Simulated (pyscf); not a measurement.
PySCF, gas phase, ωB97X-D3(BJ)/def2-SVP geometries.

Q: methane (CH₄) + H₃C–Si(OH)(OH)–OH → H₃C–Si(CH₃)(OH)–OH + water (H₂O)
Surface: singlet. Broken: C–H, O–Si. Formed: C–Si, H–O. Give ΔE‡ and ΔE from PBE/def2-TZVP, relative to the separated reactants.

A: ΔE‡ = 62.0 kcal/mol, ΔE = +29.2 kcal/mol. ωB97M-D3(BJ)/def2-TZVP gives 67.7 kcal/mol and +30.4 kcal/mol. Zero-point energy shifts the barrier by +0.7 kcal/mol. It is a four-centre exchange, with an imaginary mode of 1319i cm⁻¹. On the product side the descent ends in a bound adduct, 10.3 kcal/mol under the separated species and 48.7 kcal/mol under the saddle at ωB97X-D3(BJ)/def2-TZVP. This is the saddle that the search found; another between the same sides may lie lower.
